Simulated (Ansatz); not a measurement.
Worked example: basis-set limit for singlet BN

The species is BN (2 atoms), meant as a singlet with charge 0. As SMILES of the parent species, `B#N`. The coordinates come from a PBE0-D4/def2-TZVP relaxation. That shape belongs to the parent species and isn't relaxed for this state.

```xyz
2

B     0.0000    0.0000   -0.0235
N     0.0000    0.0000    1.2919
```

MP2 energies, 2 core orbitals frozen (Ansatz 0.2.0):

```
      basis  X  functions  Hartree–Fock (Eh)  correlation (Eh)
aug-cc-pVDZ  2         46         -78.894911         -0.247228
aug-cc-pVTZ  3         92         -78.909058         -0.287896
```

The correlation energy converges as X⁻³, the Hartree–Fock energy about exponentially.

Extrapolate to the complete basis.


1. Correlation: E(∞) = (3³ E(3) − 2³ E(2))/(3³ − 2³) = (27 × (-0.287896) − 8 × (-0.247228))/19 = -0.305019 Eh.
2. Hartree–Fock: take the larger basis, -78.909058 Eh; it moved by -14.15 mEh in the last step.
3. Total: -78.909058 + (-0.305019) = -79.214077 Eh.
4. aug-cc-pVTZ holds 94.4 % of the extrapolated correlation energy, aug-cc-pVDZ 81.1 %.

This is an estimate of the method's limit, not an exact energy. Double-zeta sets lie outside the range where X⁻³ holds well, so a D–T extrapolation is rough.
